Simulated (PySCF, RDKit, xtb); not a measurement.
# Which structure has the formula SiN2H+?

Task: start from the formula SiN2H+ (charge +1), draw up candidate structures, narrow them down in stages, and characterise the one that lies lowest at 298.15 K.

The funnel: GFN2-xTB relaxations, single points with a density functional, relaxations at B3LYP-D3(BJ)/6-311G**, harmonic vibrations (at GFN2-xTB), and a last energy at a higher level. All values are calculated.

1 further run of the same task is left out (it didn't finish).

## (1) Candidates

A program enumerates the bonding patterns with one Lewis structure each (two rings at most, one unusual centre or charged pair), with their diastereomers. O–O, O–halogen and N–halogen bonds and N–N–N chains are not drawn. That gives 6 candidates.

```csv
label,SMILES,spin
c011,N1=[Si]=[NH+]1,singlet
c178,N1=[N+]=[SiH]1,singlet
c266,N=[N+]=[Si],singlet
c541,N#[N+][SiH],triplet
c678,N=[N+]=[Si],triplet
c910,N#[N+][SiH],singlet
```

Candidates are built by distance geometry, with a force field where one applies, in up to four conformers (letters a to d). 10 starts with atoms placed at random are added, to find patterns that the rules miss.

Q: Predict the outcome of this search (final energies at CCSD(T)/def2-TZVPP).

| quantity | value |
| --- | --- |
| lowest structure found | N#[N+][SiH], singlet |
| next finalist | [N]1[NH][Si]1 ‡, singlet, 22.1 kcal/mol higher in G |
| share at equilibrium, among the finalists | 100.0 % |
| lowest excitation (TD-PBE0/def2-SVPD) | 2.98 eV (f = 0.013) |
| strongest of the states computed, same level | 8.97 eV (f = 0.295) |
| lowest triplet excitation, same level, Tamm-Dancoff | 1.68 eV |

`N#[N+][SiH]` comes out lowest. Among the finalists first place is clear (22.1 kcal/mol); structures outside the list aren't covered. HF/STO-3G, r2SCAN-D4/def2-SVP, B3LYP-D3(BJ)/6-311G**, HF/def2-TZVPP and MP2/def2-TZVPP already put its bonding pattern lowest among the structures in one piece; GFN2-xTB favours the singlet N=[N+]=[Si]. A large T1 diagnostic among the finalists warns that one reference determinant may not suffice. It concerns: the finalist [N]1[NH][Si]1 ‡ (singlet); the finalist N=[N+]=[Si] (singlet). The search is not exhaustive (a finite list of starts, one conformer a finalist), so a lower isomer can't be ruled out.

‡ marks the bonded skeleton alone, with all bonds drawn single: no Lewis structure was assigned that passes a check against the bond lengths.
